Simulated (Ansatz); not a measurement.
# AlH3O + NH3: a complex and its separated parts

Aim: how far the complex at one end of a reaction step lies below its separated, relaxed parts, level by level.

Computed with Ansatz 0.2.0, Gaussian basis. Level: PBE0-D4/def2-TZVP structures, single points in def2-TZVPP, no counterpoise correction.

Levels: SPW92, PBE-D4, BLYP-D4, r2SCAN-D4, B97M-V, PBE0-D4, B3LYP-D4, r2SCAN0-D4, BHLYP-D4, CAM-B3LYP-D4, wB97X-V, wB97M-V, B2PLYP, PBE-QIDH, RPA on PBE, Hartree-Fock, MP2, CCSD, CCSD(T).

Cores are frozen in the correlated methods. B3LYP uses VWN-RPA correlation. B2PLYP carries no dispersion term here.

## Step 1: Starting geometry

The complex: 9 atoms, charge 0, spin multiplicity 1.

Atoms are counted from 1 here; the program's logs count them from 0.

Bond lengths: Al1–O2 1.737 Å, Al1–H3 1.602 Å, Al1–H4 1.602 Å, Al1–N6 2.041 Å, O2–H7 0.954 Å, H5–N6 1.018 Å, N6–H8 1.014 Å, N6–H9 1.014 Å. Angles: O2–Al1–H3 117.6°, O2–Al1–H4 117.6°, O2–Al1–N6 90.1°, H3–Al1–H4 117.8°, H3–Al1–N6 103.1°, H4–Al1–N6 103.1°, Al1–O2–H7 124.4°, Al1–N6–H5 102.2°, Al1–N6–H8 114.1°, Al1–N6–H9 114.1°, H5–N6–H8 108.7°, H5–N6–H9 108.7°, H8–N6–H9 108.6°.

As a file:

```tsv
atom	x (Å)	y (Å)	z (Å)
Al1	-0.6231	-0.1924	-0.6259
O2	0.7227	0.5985	-1.3883
H3	-0.7738	-1.7729	-0.8402
H4	-1.9597	0.6633	-0.4069
H5	1.1826	0.4177	0.9378
N6	0.3158	-0.0568	1.1810
H7	0.7753	0.7925	-2.3205
H8	0.5414	-0.9528	1.5981
H9	-0.1810	0.5026	1.8649
```

Its parts: AlH3O holds atoms 1, 2, 3, 4, 7; NH3 holds atoms 5, 6, 8, 9. Each part counts its atoms afresh in its own runs.

## Step 2: Relaxing AlH3O alone

Input file relax-a/in.yaml:

```yaml
crystal:
  periodic: [false, false, false]
  atoms:
    - {symbol: Al, position_ang: [-0.623149, -0.192442, -0.625909]}
    - {symbol: O, position_ang: [0.722665, 0.598516, -1.388303]}
    - {symbol: H, position_ang: [-0.773769, -1.772865, -0.840223]}
    - {symbol: H, position_ang: [-1.959662, 0.663307, -0.406923]}
    - {symbol: H, position_ang: [0.775335, 0.792529, -2.320487]}
basis:
  gaussian: {orbitals: def2-TZVP}
hamiltonian: {xc: pbe0, dispersion: d4}
relax: {f_tol: 0.005, max_steps: 200}
```

No record of the launch command was kept for these runs.

After this run come: Relaxing NH3 alone; wB97M-V/def2-TZVPP; CCSD(T)/def2-TZVPP; Vibrations of AlH3O; Vibrations of NH3.

Q: Predict the outcome of this session. Wanted: complex less parts, CCSD(T)/def2-TZVPP; with zero-point energy; largest T1 diagnostic.

As calculated:

| quantity | value |
| --- | --- |
| complex less parts, CCSD(T)/def2-TZVPP | -116.0 kJ/mol |
| with zero-point energy | -103.6 kJ/mol |
| largest T1 diagnostic | 0.012 |

In words: At CCSD(T) the complex lies 116.0 kJ/mol below its parts. Among the functionals wB97M-V lands nearest to CCSD(T) (-1.2 kJ/mol) and SPW92 farthest (-23.7 kJ/mol). Mean unsigned error by rung: LDA 23.7, GGA 6.0, meta-GGA 4.5, hybrid 5.5, range-separated hybrid 1.9, double hybrid 6.1 kJ/mol. PBE-D4 gives a relative energy 1.5 kJ/mol too high, inside chemical accuracy (1 kcal/mol, 4.2 kJ/mol). No counterpoise was applied, and triple zeta lacks some correlation, so the CCSD(T) reference has a basis error of its own, and close matches with it are partly luck.
